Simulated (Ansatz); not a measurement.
Born–Oppenheimer molecular dynamics of C2H4 + Cl (7 atoms, charge -1, multiplicity 1). It goes on from the last frame of an earlier run, with new velocities.

These are results of Ansatz 0.2.0, RKS PBE0/def2-SVP, not measurements.

```
ensemble                      : NVE (velocity Verlet)
time step                     : 0.5 fs
steps asked                   : 250
starting velocities drawn for : 500 K
seed                          : 853928
```

Frames 10 fs apart, positions in Å, forces in eV/Å.

Velocities at 0 fs (Å/ps):

```
Cl -0.49 0.09 -0.45
C -6.22 0.27 8.07
C 7.09 1.35 -5.00
H 21.27 24.74 -2.50
H -8.22 6.85 -7.68
H -15.19 -14.54 12.65
H 8.88 -39.36 -23.25
```

```xyz
7
Properties=species:S:1:pos:R:3:forces:R:3 time_fs=0 energy_less_start_eV=0.000 T=500
Cl -0.157 0.157 -3.205 -0.02 -0.01 0.07
C -0.235 0.416 0.991 -0.13 0.39 0.64
C 0.297 -0.487 0.164 -0.42 0.45 0.77
H -0.803 1.267 0.569 0.11 -0.30 0.06
H -0.158 0.420 2.112 0.12 -0.17 -0.81
H 0.881 -1.320 0.543 0.20 -0.33 0.13
H 0.112 -0.387 -0.906 0.14 -0.01 -0.86
7
Properties=species:S:1:pos:R:3:forces:R:3 time_fs=10 energy_less_start_eV=0.149 T=271
Cl -0.162 0.157 -3.209 0.03 -0.06 0.07
C -0.267 0.411 1.000 1.30 0.06 -0.39
C 0.328 -0.470 0.156 -1.10 0.06 2.28
H -0.636 1.361 0.588 -0.31 -0.17 0.09
H -0.168 0.355 2.126 -0.23 -0.15 -1.12
H 0.723 -1.359 0.638 0.45 -0.49 0.18
H 0.293 -0.510 -0.924 -0.15 0.75 -1.12
7
Properties=species:S:1:pos:R:3:forces:R:3 time_fs=20 energy_less_start_eV=0.162 T=250
Cl -0.165 0.155 -3.209 0.06 0.05 0.10
C -0.236 0.427 0.960 -0.67 -0.50 2.71
C 0.316 -0.490 0.196 0.42 0.87 -0.74
H -0.699 1.350 0.607 0.16 0.08 -0.17
H -0.322 0.166 2.062 -0.17 0.72 -0.88
H 0.721 -1.392 0.635 0.17 -0.45 -0.08
H 0.419 -0.188 -0.849 0.03 -0.76 -0.93
7
Properties=species:S:1:pos:R:3:forces:R:3 time_fs=30 energy_less_start_eV=0.167 T=242
Cl -0.167 0.154 -3.207 0.08 -0.04 0.12
C -0.239 0.429 1.004 -0.36 -1.10 -0.52
C 0.341 -0.478 0.173 -0.14 0.31 0.09
H -0.623 1.325 0.515 -0.01 0.32 -0.02
H -0.611 0.293 2.067 0.92 -0.13 -0.97
H 0.714 -1.464 0.493 -0.18 0.06 0.48
H 0.455 -0.357 -0.958 -0.32 0.58 0.82
7
Properties=species:S:1:pos:R:3:forces:R:3 time_fs=40 energy_less_start_eV=0.153 T=264
Cl -0.168 0.153 -3.202 0.06 0.02 0.16
C -0.260 0.396 0.965 -0.22 1.03 1.97
C 0.356 -0.455 0.186 -0.09 -1.20 -1.96
H -0.491 1.353 0.521 -0.52 0.64 0.01
H -0.446 0.266 2.071 0.12 0.04 -0.97
H 0.590 -1.450 0.604 0.30 0.08 -0.40
H 0.365 -0.212 -0.959 0.35 -0.62 1.19
7
Properties=species:S:1:pos:R:3:forces:R:3 time_fs=50 energy_less_start_eV=0.161 T=252
Cl -0.166 0.152 -3.193 0.12 0.00 0.07
C -0.271 0.433 0.950 1.17 -1.98 1.28
C 0.337 -0.481 0.169 0.31 0.90 -1.62
H -0.617 1.413 0.678 -0.16 0.51 -0.62
H -0.297 0.183 2.039 -0.44 0.33 -0.45
H 0.696 -1.463 0.548 -0.26 0.54 0.14
H 0.543 -0.277 -0.958 -0.74 -0.29 1.20
7
Properties=species:S:1:pos:R:3:forces:R:3 time_fs=60 energy_less_start_eV=0.073 T=387
Cl -0.162 0.152 -3.183 0.05 -0.03 0.06
C -0.231 0.417 0.970 -0.57 -0.27 -0.08
C 0.314 -0.457 0.127 0.67 -1.01 0.19
H -0.696 1.291 0.557 -0.36 0.87 -0.29
H -0.438 0.236 2.039 0.50 -0.03 -0.16
H 0.743 -1.357 0.623 -0.13 0.08 -0.46
H 0.364 -0.389 -1.012 -0.16 0.39 0.75
7
Properties=species:S:1:pos:R:3:forces:R:3 time_fs=70 energy_less_start_eV=0.092 T=359
Cl -0.157 0.150 -3.171 -0.05 0.05 -0.02
C -0.239 0.418 0.952 0.44 -1.01 0.58
C 0.314 -0.463 0.118 -0.36 -0.27 1.65
H -0.736 1.243 0.493 -0.55 1.02 -0.19
H -0.275 0.300 2.044 0.09 0.16 -0.03
H 0.777 -1.394 0.497 0.01 0.31 -0.31
H 0.135 -0.250 -0.918 0.42 -0.27 -1.69
7
Properties=species:S:1:pos:R:3:forces:R:3 time_fs=80 energy_less_start_eV=0.192 T=204
Cl -0.153 0.150 -3.159 0.02 0.01 -0.11
C -0.260 0.425 0.946 1.68 -1.59 -0.04
C 0.287 -0.476 0.099 -0.06 0.46 1.48
H -0.790 1.285 0.608 -0.59 0.74 -0.75
H -0.034 0.446 2.015 -0.20 -0.36 0.34
H 0.902 -1.366 0.316 -0.12 0.26 0.93
H 0.238 -0.368 -0.957 -0.73 0.48 -1.85
7
Properties=species:S:1:pos:R:3:forces:R:3 time_fs=90 energy_less_start_eV=0.167 T=242
Cl -0.148 0.150 -3.149 -0.05 0.01 -0.07
C -0.224 0.408 0.942 -0.19 0.09 -0.51
C 0.255 -0.464 0.060 0.37 0.01 1.31
H -0.845 1.189 0.557 -0.76 0.93 -0.02
H -0.002 0.382 2.007 0.06 0.03 0.27
H 0.914 -1.134 0.629 0.25 -0.80 -1.03
H 0.042 -0.396 -1.041 0.32 -0.28 0.04
7
Properties=species:S:1:pos:R:3:forces:R:3 time_fs=100 energy_less_start_eV=0.122 T=311
Cl -0.145 0.149 -3.141 -0.05 -0.05 -0.14
C -0.228 0.444 0.924 0.71 -1.61 0.36
C 0.259 -0.470 0.073 -0.30 -0.47 -1.43
H -0.981 1.166 0.674 -0.41 0.56 -0.53
H 0.019 0.355 1.983 0.18 0.31 0.32
H 0.981 -1.284 0.323 -0.29 0.63 0.53
H -0.017 -0.529 -1.043 0.16 0.64 0.88
7
Properties=species:S:1:pos:R:3:forces:R:3 time_fs=110 energy_less_start_eV=0.097 T=350
Cl -0.143 0.149 -3.137 -0.06 0.04 -0.12
C -0.229 0.422 0.932 0.54 -0.52 0.09
C 0.247 -0.481 0.061 -0.33 0.62 -1.09
H -0.969 1.143 0.597 -0.19 0.30 -0.21
H 0.102 0.554 1.971 -0.03 -0.27 0.12
H 1.016 -1.250 0.318 -0.43 0.51 -0.02
H -0.071 -0.324 -1.065 0.50 -0.69 1.23
```

Of the whole run (125 fs, mean temperature of the second half 285 K): The conserved energy stayed within 0.18 meV per atom of its start (net change -0.071 meV per atom), so the integration is sound. Over the second half the temperature averaged 0.57 of the 500 K drawn at the start: a run that starts near a minimum puts about half its kinetic energy into the potential. A run of 0.12 ps of so small a system gives no equilibrium averages. Limits of this set-up: an anion without diffuse functions.

Time of the run: 5.1 min on 1 thread of Arm Neoverse V1 (shared host), peak memory 0.11 GiB.
